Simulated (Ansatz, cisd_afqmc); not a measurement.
Species: NaCl, charge 0, singlet. NaCl (SMILES [Na][Cl]).
B3LYP-D3(BJ)/def2-TZVP minimum from Ansatz (an electronic-structure program):
```
Na
Cl 1 2.3632
```

Total energies in def2-SVP, 8 correlated electrons, 10 frozen orbitals. Radicals and triplets start from unrestricted determinants; spin-orbit coupling is neglected. Correlated methods leave the cores frozen. No relativity. The Monte Carlo rows (phaseless AFQMC, CISD trial, step 0.005/hartree) carry one-sigma bars that omit the constraint's bias. Outlying blocks are dropped, and bars are widened where a walk drifts. Over all cases where full CI ran beside it in this data, AFQMC minus full CI had a median of +0.1 mEh and passed +0.4 mEh in a tenth of the cases.

```csv
method,program,energy (Eh),error against FCI (mEh)
HF,Ansatz,-621.22235,152.27
MP2,Ansatz,-621.36005,14.57
CCSD,Ansatz,-621.37211,2.51
CCSD(T),Ansatz,-621.37418,0.44
CCSDT(Q),Ansatz,-621.37461,0.01
CCSDTQ,Ansatz,-621.37462,0.01
AFQMC/CISD,cisd_afqmc,-621.3748 ± 0.0002,-0.1 ± 0.2
FCI,Ansatz,-621.37462,0.00
```

Rough core times of Ansatz's runs on a shared machine: CCSD(T) under 20 s, CCSDT(Q) under 20 s, CCSDTQ 40 s, FCI 90 s.
